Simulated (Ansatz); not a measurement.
# Scan of [Cl···H···N], quartet

Starting geometry:

```yaml
atoms:
  - { symbol: Cl, position_ang: [0.0000, 0.0000, -1.3043] }
  - { symbol: H, position_ang: [0.0000, 0.0000, -0.0255] }
  - { symbol: N, position_ang: [0.0000, 0.0000, 1.3297] }
```

From there H2 is moved from one fragment to the other while all else, the fragments' distance too, stays fixed; atoms are numbered as listed. Energies are in kJ/mol, counted from the starting geometry at the same level. Kohn–Sham curves are unrestricted where that lies lower.

Basis cc-pVTZ; Ansatz 0.2.0. Only valence electrons are correlated (noble-gas cores frozen). R marks a restricted (for open shells ROHF) determinant, U an unrestricted one.

Full CI isn't at hand for all of this; UCCSDT(Q) serves as the reference, and is uncertain by about the last step of the cluster series.

| distance Cl1-H2 (Å) | B2PLYP |
| --- | --- |
| 1.279 | 0.0 |
| 1.324 | 0.0 |
| 1.414 | 6.9 |
| 1.504 | 17.0 |
| 1.594 | 32.2 |

Question: Estimate the UCCSDT(Q) curve in cc-pVTZ from this one, knowing how B2PLYP errs.

Answer: The computed UCCSDT(Q) values, in kJ/mol from the starting point, and the error of B2PLYP against them:
```json
{"distance Cl1-H2 (Å)": "1.279", "UCCSDT(Q)": "0.0", "B2PLYP less UCCSDT(Q)": "0.0"}
{"distance Cl1-H2 (Å)": "1.324", "UCCSDT(Q)": "2.5", "B2PLYP less UCCSDT(Q)": "-2.5"}
{"distance Cl1-H2 (Å)": "1.414", "UCCSDT(Q)": "14.7", "B2PLYP less UCCSDT(Q)": "-7.8"}
{"distance Cl1-H2 (Å)": "1.504", "UCCSDT(Q)": "29.9", "B2PLYP less UCCSDT(Q)": "-12.9"}
{"distance Cl1-H2 (Å)": "1.594", "UCCSDT(Q)": "48.1", "B2PLYP less UCCSDT(Q)": "-16.0"}
```

The error spans 16.0 kJ/mol and is largest, -16.0 kJ/mol, at 1.594 Å.
